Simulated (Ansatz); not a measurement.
A nudged elastic band was laid between two geometries of CH4AlS (7 atoms, charge 0, multiplicity 2).

Theory: Ansatz 0.2.0, UKS PBE0/def2-SVP.

```yaml
movable_images: 1
climbing_image: yes
spring: 5.0 eV/Å²
optimiser: quadratic models (default)
start_path: through a guess of the saddle point
force_threshold: 0.03 eV/Å
iteration_limit: 60
end_points: relaxed
```

Initial state:

```xyz
7
Properties=species:S:1:pos:R:3
Al -1.049 0.532 -0.808
C 0.410 0.067 0.355
S 0.963 -1.542 0.589
H -1.809 -0.612 -1.609
H -1.444 2.068 -0.924
H 0.958 0.826 0.926
H 1.971 -1.339 1.471
```

Final state:

```xyz
7
Properties=species:S:1:pos:R:3
Al -1.039 0.572 -0.795
C 0.277 -0.435 0.181
S 1.442 0.282 1.220
H -2.049 -0.228 -1.725
H -1.078 2.154 -0.646
H 0.338 -1.529 0.113
H 2.109 -0.816 1.651
```

Task: What changes between the two ends?

Result: No bond is made or broken. The dihedral H4–Al1–C2–S3 goes from 0 to 180°. The two ends are copies of one structure, up to a mirror image or an exchange of like atoms.

Task: Give the energies along the band, and the barrier.

Result: The run converged. The highest image is number 1 of 0 to 2, 32.1 kJ/mol above the ends, which have the same energy within 2 meV. The dihedral H4–Al1–C2–S3 jumps by 91° between images 0 and 1, so the path isn't resolved there. Another band between the same ends (5 images) ends at a top of the same energy, where a vibrational analysis finds 1 clearly imaginary mode. So few images can step over the top or miss a turn of the path.

```tsv
image	path coordinate (Å)	energy (kJ/mol)	dihedral H4–Al1–C2–S3 (°)
0	0.00	0.0	0
1	1.96	32.1	91
2	3.92	0.0	180
```

Task: What is the geometry of the highest image?

Result: 
```xyz
7
Properties=species:S:1:pos:R:3
Al -1.020 0.555 -0.824
C 0.171 -0.269 0.467
S 1.894 -0.280 0.315
H -1.608 -0.290 -2.039
H -1.461 2.078 -0.676
H -0.212 -0.773 1.363
H 2.236 -1.022 1.395
```

The band took 24 iterations and roughly 80 core-seconds.

Run time: 76 s on 1 thread of Arm Neoverse V2, on a shared host, peak memory 0.17 GiB.
